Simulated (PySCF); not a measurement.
SMILES [CH]=C, doublet, CAM-B3LYP/def2-SVP optimised geometry.

```
5

C     -0.54     0.00     0.00
C      0.77     0.00     0.00
H     -1.35     0.72     0.00
H      1.35     0.93     0.00
H      1.35    -0.93     0.00
```

Density from unrestricted CAM-B3LYP/def2-TZVP (PySCF 2.14.0) at that geometry.

Minimum of the electron density along straight lines between bonded atoms, close to the bond critical point (lines longer than 1.1 times the sum of covalent radii, or with two minima, are not listed):

```csv
bond,length / Å,ρ at the minimum / e bohr⁻³,∇²ρ there / e bohr⁻⁵,position (fraction from the first atom)
C1–C2,1.308,0.365,-1.13,0.51
C1–H3,1.090,0.277,-0.98,0.66
C2–H4,1.101,0.270,-0.92,0.65
C2–H5,1.097,0.275,-0.96,0.65
```
